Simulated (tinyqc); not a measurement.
Inside a calculation. Method: CCSD on RHF in the sto-3g basis, for H2O, spin multiplicity 1. One step of it, computed by the program tinyqc.

Question. Orthogonalisation. S = U s U^T; canonical form X = U s^(-1/2), so that X^T S X = 1. Each column of U has its largest component positive (the first on a tie).

overlap S, lower triangle:
```
           1O 1s     1O 2s    1O 2px     1O 2py    1O 2pz     2H 1s     3H 1s
1O 1s   1.000000
1O 2s   0.236704  1.000000
1O 2px  0.000000  0.000000  1.000000
1O 2py  0.000000  0.000000  0.000000   1.000000
1O 2pz  0.000000  0.000000  0.000000   0.000000  1.000000
2H 1s   0.048677  0.446737  0.000000   0.284427  0.248921  1.000000
3H 1s   0.043685  0.418434  0.000000  -0.271746  0.237908  0.242313  1.000000
```

Give: eigenvalues of S; X.

Answer.

eigenvalues of S: 0.3823  0.4702  0.8805  1.0000  1.1036  1.2901  1.8733

X:
```
              1        2        3       4        5        6       7
1O 1s   -0.3137   0.0667   0.7458  0.0000   0.6214  -0.0034  0.1538
1O 2s    1.0903  -0.1779  -0.3137  0.0000   0.3232  -0.0067  0.4189
1O 2px   0.0000   0.0000   0.0000  1.0000   0.0000   0.0000  0.0000
1O 2py   0.1695   0.8526  -0.0019  0.0000  -0.0079   0.7081  0.0116
1O 2pz   0.5445  -0.0909   0.6552  0.0000  -0.6172  -0.0085  0.2122
2H 1s   -0.8595  -0.6975  -0.1568  0.0000  -0.1298   0.3562  0.3900
3H 1s   -0.5144   0.9322  -0.1649  0.0000  -0.1329  -0.3830  0.3708
```
